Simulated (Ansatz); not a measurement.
The inner images of a band of CH5B + ClH (9 atoms, charge 0, multiplicity 1) are given out of order.

Level of theory: RKS PBE/def2-SVP (Ansatz).

Image 0:

```xyz
9
Properties=species:S:1:pos:R:3
B -0.111 0.133 0.086
H -0.210 0.236 1.311
H 0.993 0.332 -0.385
C -1.401 0.036 -0.782
H -2.261 -0.472 -0.303
H -1.705 1.107 -0.905
H -1.243 -0.358 -1.805
Cl 0.437 -2.516 0.819
H 0.155 -1.421 1.493
```

Image 8:

```xyz
9
Properties=species:S:1:pos:R:3
B 0.027 -0.634 -0.748
H -0.077 0.195 3.093
H 1.030 -0.003 -1.020
C -1.407 -0.108 -1.059
H -2.231 -0.809 -0.826
H -1.562 0.832 -0.480
H -1.471 0.206 -2.124
Cl 0.298 -2.188 0.050
H 0.048 -0.416 2.642
```

Q: Put them in order from the first end to the last, with their energies above the first end.
A.
```xyz
9
Properties=species:S:1:pos:R:3
B -0.085 0.050 0.110
H -0.203 0.191 1.342
H 1.022 0.292 -0.324
C -1.387 0.004 -0.752
H -2.247 -0.502 -0.272
H -1.678 1.075 -0.877
H -1.238 -0.401 -1.772
Cl 0.381 -2.378 0.693
H 0.089 -1.256 1.379
```
B.
```xyz
9
Properties=species:S:1:pos:R:3
B 0.072 -0.651 -0.571
H -0.278 0.334 2.396
H 1.079 0.024 -0.660
C -1.354 -0.088 -0.854
H -2.187 -0.712 -0.480
H -1.463 0.957 -0.496
H -1.451 -0.029 -1.964
Cl 0.330 -2.351 -0.162
H -0.093 -0.408 2.320
```
C.
```xyz
9
Properties=species:S:1:pos:R:3
B 0.003 -0.401 0.013
H -0.206 0.116 1.440
H 1.017 0.243 -0.191
C -1.364 -0.037 -0.701
H -2.252 -0.548 -0.281
H -1.578 1.050 -0.769
H -1.254 -0.395 -1.750
Cl 0.353 -2.249 0.292
H -0.065 -0.704 1.476
```
D.
```xyz
9
Properties=species:S:1:pos:R:3
B 0.056 -0.672 -0.681
H -0.211 0.327 2.706
H 1.060 -0.014 -0.874
C -1.376 -0.112 -0.937
H -2.206 -0.810 -0.718
H -1.509 0.815 -0.335
H -1.450 0.228 -1.994
Cl 0.324 -2.312 -0.081
H -0.035 -0.374 2.443
```
E.
```xyz
9
Properties=species:S:1:pos:R:3
B 0.044 -0.552 -0.213
H -0.231 0.252 1.688
H 1.041 0.143 -0.237
C -1.347 -0.066 -0.745
H -2.222 -0.571 -0.292
H -1.488 1.033 -0.716
H -1.341 -0.357 -1.821
Cl 0.325 -2.297 0.093
H -0.126 -0.509 1.772
```
F.
```xyz
9
Properties=species:S:1:pos:R:3
B -0.057 -0.099 0.113
H -0.201 0.105 1.369
H 1.034 0.280 -0.253
C -1.382 -0.013 -0.727
H -2.249 -0.531 -0.273
H -1.651 1.064 -0.820
H -1.242 -0.393 -1.760
Cl 0.363 -2.268 0.560
H 0.040 -1.069 1.320
```
G.
```xyz
9
Properties=species:S:1:pos:R:3
B 0.065 -0.616 -0.408
H -0.250 0.325 2.032
H 1.070 0.068 -0.394
C -1.344 -0.077 -0.801
H -2.190 -0.634 -0.355
H -1.462 1.011 -0.625
H -1.419 -0.223 -1.906
Cl 0.316 -2.342 -0.087
H -0.131 -0.434 2.073
```

A: A (+0.6 kcal/mol), F (+1.7 kcal/mol), C (-8.2 kcal/mol), E (-15.5 kcal/mol), G (-18.7 kcal/mol), B (-19.7 kcal/mol), D (-19.9 kcal/mol).

Run time: 3.2 min on 1 thread of Arm Neoverse V2, on a shared host, peak memory 0.13 GiB.
